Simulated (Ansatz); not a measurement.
**Energy profile**

The step: CH₆Si ([CH3][SiH3]) + H₂S → SiH₄S ([SiH3][SH]) + CH₄; bonds formed: Si1–S7, C2–H6; bonds broken: Si1–C2, H6–S7 (atoms numbered as in the saddle structure below).

```
atom    x (Å)    y (Å)    z (Å)
 Si1  -0.6570   0.8116  -0.2633
  C2  -0.0662  -0.9672   0.7923
  H3  -0.8832   0.7178  -1.7226
  H4  -2.0127   0.4419   0.2800
  H5  -0.3739   2.0870   0.4301
  H6   0.7629  -0.1934   0.1559
  S7   1.8257   0.8910  -0.8127
  H8  -0.4745  -0.6622   1.7544
  H9   0.8555  -1.5344   0.9743
 H10  -0.7536  -1.6137   0.2473
 H11   1.7770   0.0216  -1.8357
```

Electronic energies by CCSD(T) at an estimated basis limit (MP2 extrapolated from triple and quadruple zeta, plus CCSD(T) − MP2 in triple zeta), on PBE0-D4/def2-TZVP structures; CH₈SSi, closed shell; no counterpoise correction. Ansatz 0.2.0; basis: def2-TZVPP and def2-QZVPP; cores frozen in the correlated methods. Extrapolation: Hartree–Fock as exp(−7.88 √X), correlation as X^−2.97.

Q: Give the profile in eV, counted from the separated reactants. (To be estimated.)

A: By the calculation:
| point | eV |
| --- | --- |
| separated: CH₆Si (linked as [CH3][SiH3]; Si1, C2, H3, H4, H5, H8, H9, H10; singlet) + H₂S (H6, S7, H11; singlet) | 0.000 |
| start structure | -0.078 |
| saddle | 2.391 |
| end structure | -0.684 |
| separated: SiH₄S (linked as [SiH3][SH]; Si1, H3, H4, H5, S7, H11; singlet) + CH₄ (C2, H6, H8, H9, H10; singlet) | -0.639 |

The T1 diagnostic stays at or below 0.012.

For scale, one of the runs: CCSD(T)/def2-TZVPP, 227 basis functions, launched by `ansatz run in.yaml --threads 4 --pin off --events-out ev --progress --plain --max-ram 9574MiB`. Time: 26 s of wall clock on 4 CPU threads of an Intel Xeon Platinum 8488C; the host was shared. Peak host memory: 3.6 GiB.
